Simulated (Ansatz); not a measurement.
The input, for Ansatz 0.2.0:

```yaml
crystal:
  periodic: [false, false, false]
  atoms:
    - {symbol: Ge, position_ang: [0.024156, 0.013145, 0.308842]}
    - {symbol: C, position_ang: [-0.140718, -0.129417, -1.661071]}
    - {symbol: H, position_ang: [-0.064097, 0.594831, -2.464074]}
basis:
  gaussian: {orbitals: cc-pVDZ}
magnetization: {spin_polarized: true, initial_magnetization: 3}
correlation: {method: ccsdt_q, electrons: outside_noble_gas}
```

```sh
$ ansatz run in.yaml --threads 1 --pin off --events-out ev --progress --plain --max-ram 2393MiB
```

Log:

```
868 factors; integrals over basis functions are off by at most 1.6e-7 eV
mean field evaluation 1: about -57514.0915 eV, gradient 9.1e0 eV
mean field evaluation 2: about -57514.1206 eV, gradient 9.1e0 eV
mean field evaluation 4: about -57515.2014 eV, gradient 2.1e0 eV
mean field evaluation 8: about -57515.3685 eV, gradient 2.6e-1 eV
mean field evaluation 16: about -57514.0903 eV, gradient 9.1e0 eV
mean field evaluation 32: about -57515.3717 eV, gradient 8.3e-4 eV
mean field evaluation 64: about -57515.1584 eV, gradient 4.4e-1 eV
mean field evaluation 96: about -57515.1075 eV, gradient 1.6e0 eV
mean field evaluation 128: about -57505.7480 eV, gradient 1.7e1 eV
mean field evaluation 160: about -57513.0630 eV, gradient 1.3e-2 eV
...
cycle  11  -4.81136386 eV  change   -1.9e-4 eV  update   1.7e-4
cycle  12  -4.81142610 eV  change   -6.2e-5 eV  update   1.0e-4
cycle  13  -4.81148518 eV  change   -5.9e-5 eV  update   5.4e-5
cycle  14  -4.81144412 eV  change    4.1e-5 eV  update   3.1e-5
cycle  15  -4.81140569 eV  change    3.8e-5 eV  update   1.6e-5
cycle  16  -4.81140260 eV  change    3.1e-6 eV  update   8.2e-6
cycle  17  -4.81140577 eV  change   -3.2e-6 eV  update   5.1e-6
cycle  18  -4.81140936 eV  change   -3.6e-6 eV  update   3.0e-6
cycle  19  -4.81141040 eV  change   -1.0e-6 eV  update   1.7e-6
cycle  20  -4.81140945 eV  change    9.4e-7 eV  update   8.9e-7
perturbative correction -0.00855414 eV, -0.0003143589 hartree
Total energy: -57520.19167764 eV, -2113.8280555669 hartree
```

Ran on 1 thread of Arm Neoverse V2, shared host: 13 s wall, 0.2 GiB peak host memory.
